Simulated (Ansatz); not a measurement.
A nudged elastic band was laid between two geometries of C3H9NS (14 atoms, charge 0, multiplicity 1).

The calculation used Ansatz 0.2.0, RKS revPBE/cc-pVDZ.

```yaml
movable_images: 7
climbing_image: yes
spring: 5.0 eV/Å²
optimiser: quadratic models (default)
start_path: IDPP
force_threshold: 0.05 eV/Å
iteration_limit: 60
end_points: relaxed
```

Image 0:

```xyz
14
Properties=species:S:1:pos:R:3
C -1.456 -0.532 1.663
S 0.324 -0.630 1.244
C 0.267 -0.070 -0.578
C 1.691 -0.237 -1.126
N -0.224 1.274 -0.831
H -1.852 0.496 1.525
H -2.058 -1.249 1.067
H -1.547 -0.796 2.735
H -0.420 -0.782 -1.082
H 2.401 0.429 -0.592
H 2.045 -1.279 -1.010
H 1.706 0.036 -2.200
H -1.202 1.364 -0.526
H 0.311 1.947 -0.261
```

Image 8:

```xyz
14
Properties=species:S:1:pos:R:3
C -1.410 -0.068 1.781
S 0.376 -0.136 1.373
C 0.280 -0.245 -0.527
C 1.722 -0.430 -1.019
N -0.355 0.868 -1.213
H -1.481 0.036 2.881
H -1.902 0.813 1.317
H -1.937 -0.996 1.477
H -0.316 -1.158 -0.740
H 2.345 0.451 -0.758
H 2.188 -1.327 -0.566
H 1.723 -0.538 -2.122
H -1.341 0.951 -0.929
H 0.095 1.750 -0.923
```

Task: Which bonds break or form, and what moves?

Result: No bond is made or broken. The dihedral H7–C1–S2–C3 goes from 64 to -60°. The two ends are copies of one structure, up to a mirror image or an exchange of like atoms.

Task: What energy profile does the band end with?

Result: It converged. The highest image is number 4 of 0 to 8, 1.5 kcal/mol above the ends, which have the same energy within 2 meV. A vibrational analysis at the climbing image gives one clearly imaginary mode, 170i cm⁻¹: a first-order saddle point.

```
image  path coordinate (Å)  energy (kcal/mol)  dihedral H7–C1–S2–C3 (°)
    0                 0.00                0.0                        64
    1                 0.45                0.2                        50
    2                 0.89                0.6                        35
    3                 1.34                1.2                        19
    4                 1.79                1.5                         1
    5                 2.23                1.2                       -16
    6                 2.67                0.6                       -32
    7                 3.12                0.2                       -47
    8                 3.56                0.0                       -60
```

Task: What is the geometry of the highest image?

Result: 
```xyz
14
Properties=species:S:1:pos:R:3
C -1.442 -0.217 1.780
S 0.352 -0.205 1.359
C 0.289 -0.191 -0.547
C 1.743 -0.345 -1.016
N -0.329 0.962 -1.175
H -1.710 0.689 2.359
H -2.056 -0.237 0.856
H -1.684 -1.116 2.380
H -0.299 -1.090 -0.831
H 2.358 0.519 -0.685
H 2.201 -1.267 -0.610
H 1.769 -0.381 -2.123
H -1.321 1.030 -0.904
H 0.114 1.822 -0.816
```

Task: What are the harmonic wavenumbers there?

Result: 170i, 74, 193, 224, 301, 334, 366, 452, 569, 694, 831, 889, 904, 922, 973, 1010, 1128, 1174, 1230, 1278, 1332, 1368, 1390, 1415, 1419, 1424, 1602, 2967, 2974, 2987, 3055, 3061, 3064, 3077, 3364, 3452 cm⁻¹.

The band took 5 iterations and of the order of 4 core-minutes.

The run took 110 s on 2 threads of Arm Neoverse V2, on a shared host, peak memory 0.17 GiB.
